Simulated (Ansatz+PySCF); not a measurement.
The numbers below are computed, except where a source is named.
A run of PySCF 2.14.0 on doublet ClO₂ at this shape:

```xyz
3

Cl    0.0000    0.1376   -1.7237
O     0.0000   -0.5041    0.4531
O     0.0000    0.3665    1.2706
```

Its results:

| Quantity | Value |
| --- | --- |
| Converged | yes |
| Reference energy | -609.05132 hartree |
| Correlation energy | -0.68511 hartree |
| Total energy | -609.73643 hartree |
| Spin squared of the determinant | 0.772 |

Problem. Which input gives this output? Name the method, the orbitals and the basis set, and write the input.

Solution. UHF-MP2 in cc-pVTZ on O; cc-pV(T+d)Z on Cl.

```python
from pyscf import gto, scf, mp

# the (T+d) and (D+d) sets load through basis_set_exchange
mol = gto.M(atom="""
Cl 0.000000 0.137620 -1.723710
O 0.000000 -0.504120 0.453140
O 0.000000 0.366490 1.270580
""", basis={'Cl': 'cc-pv(t+d)z', 'O': 'cc-pvtz'}, charge=0, spin=1)
mf = scf.UHF(mol)
mf.kernel()
pt = mp.MP2(mf, frozen=7).run()
print(mf.e_tot, pt.e_corr, pt.e_tot)
```

This is not the lowest solution: another run reaches a determinant 2.56 eV lower.
